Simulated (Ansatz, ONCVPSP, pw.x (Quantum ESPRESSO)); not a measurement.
## From atom to crystal: ONCV potential for magnesium (Mg)

| Quantity | Value |
| --- | --- |
| Element | Mg (Z = 12) |
| Generator | ONCVPSP 4.0.1.1 (patched build) |
| Type | optimised norm-conserving Vanderbilt (ONCV) |
| Functional | LDA (Perdew-Wang 92) |
| Relativity | scalar-relativistic |
| Frozen core | [He] |
| Valence charge | 10 |
| Reference configuration | 2s2 2p6 3s2 |
| Partial waves | 2s+3s: rc 1.20 bohr, ncon 4, nbas 7, qcut 9.4 1/bohr, 2 projectors; 2p: rc 1.20 bohr, ncon 3, nbas 7, qcut 11.2 1/bohr, local; d scattering state at 0.3 Ha: rc 1.25 bohr, ncon 4, nbas 9, qcut 8.6 1/bohr, 2 projectors, debl 1.5 Ha |
| Local potential | the p channel |
| Core correction | none |

Crystal test: bcc Mg in pw.x 7.5, no spin, 13³ k-points, Fermi–Dirac smearing 0.01 Ry, cutoffs 130/520 Ry. The reference is all-electron LAPW (Ansatz 0.2.0) with the same functional, mesh and smearing; V0 and B0 come from Birch–Murnaghan fits to the pressures at five volumes. Errors are pseudo minus all-electron; Δ is the rms difference of the E(V) curves that follow from these fits, minima aligned, over ±6 % about the mean V0. Mesh and smearing are coarse, so the numbers serve the comparison and aren't converged zero-temperature values; the lattice is a test structure that the element need not adopt.

| V (Å³/atom) | P all-electron (GPa) | P pseudo (GPa) |
| --- | --- | --- |
| 20.498 | 2.38 | 5.29 |
| 21.038 | 1.20 | 3.95 |
| 21.577 | 0.17 | 2.77 |
| 22.116 | -0.75 | 1.71 |
| 22.656 | -1.55 | 0.78 |

All-electron: a0 = 3.513 Å (V0 = 21.67 Å³/atom), B0 = 38.2 GPa.

Pseudopotential: mean pressure error (GPa): +2.61. The pressure does not cross zero within the volumes sampled, so no fit is given. This is a poor potential for the solid.

Q: At the middle volume, how do free energy and pressure move when the wave cutoff is lowered (ecutrho kept at four times it)?

A:

```tsv
cutoff (Ry)	shift of F (meV/atom)	shift of P (GPa)
58	+18521.1	-475.86
78	+2436.4	-107.89
104	+62.7	-5.70
```

The run at the middle volume (84 k-points, 6 iterations) took about 43 s on one core of a shared host (Neoverse-V1, 32 threads, 247 GiB, load 11).
